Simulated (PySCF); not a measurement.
# Which orbitals make which state

Compound: C₅H₁₀S.
SMILES: `CC([C@H]1CS1)C`

Level of theory: PySCF, TDDFT B3LYP/def2-SVPD, vertical, gas phase, core orbitals frozen in the response. The structure is a single PBE0-D3(BJ)/def2-SVP conformer in the gas phase; no vibrational or solvent corrections. Torsions of this conformer, `[CH3:1][CH:2]([CH3:3])[C@H:4]1[CH2:5][S:6]1`: C1–C2–C4–C5 83°.

Orbital energies (eV): HOMO-3 -9.26, HOMO-2 -8.71, HOMO-1 -8.38, HOMO -6.28, LUMO -0.11, LUMO+1 0.36, LUMO+2 0.69.

Task: Among the lowest singlets, which states do these configurations lead, and at what energies: HOMO-1→LUMO, HOMO→LUMO+2, HOMO→LUMO, HOMO→LUMO+1?

Result: 

| state | leading configuration | weight | Δε (eV) | E (eV) | E − Δε (eV) | f | other configurations |
| --- | --- | --- | --- | --- | --- | --- | --- |
| S1 | HOMO→LUMO | 0.98 | 6.17 | 4.81 | -1.36 | 0.0001 | – |
| S2 | HOMO→LUMO+1 | 0.81 | 6.64 | 5.83 | -0.82 | 0.0083 | H→L+2 (17%) |
| S3 | HOMO→LUMO+2 | 0.67 | 6.97 | 6.04 | -0.93 | 0.032 | H→L+1 (14%), H→L+3 (12%) |
| S7 | HOMO-1→LUMO | 0.76 | 8.26 | 7.40 | -0.87 | 0.038 | – |

E − Δε runs from -1.36 to -0.82 eV. Among themselves, these states come in the order of their orbital differences. Δε is the difference of the two orbital energies.

H and L stand for HOMO and LUMO. The other states: S4 6.22 eV, f 0.037, H→L+3 (87%), H→L+2 (10%); S5 6.50 eV, f 0.0046, H→L+4 (89%); S6 7.11 eV, f 0.015, H→L+5 (93%); S8 7.48 eV, f 0.0043, H→L+7 (82%); S9 7.53 eV, f 0.0040, H→L+6 (89%); S10 7.69 eV, f 0.034, H→L+8 (62%), H-2→L (22%).

Task: Which computed triplets share their leading configuration (75% or more) with a singlet, and how far apart are the partners?

Result: 

| configuration | triplet | E(T) (eV) | singlet | E(S) (eV) | E(S) − E(T) (eV) |
| --- | --- | --- | --- | --- | --- |
| HOMO→LUMO | T1 | 4.41 | S1 | 4.81 | +0.40 |

The 4 triplets are Tamm–Dancoff values, the singlets full response.

Summed over the main configurations (up to three a state, each over 8%) of all 10 singlets, the electron leaves HOMO with weight 8.02, HOMO-1 with weight 0.76 and HOMO-2 with weight 0.21.

All these states lie below the vertical ionisation energy of 8.71 eV (ΔSCF).

The run took 78 s on one thread, Intel Xeon Platinum 8259CL at 2.50 GHz (x86_64) (shared host), and the process peaked at 0.94 GiB of memory.
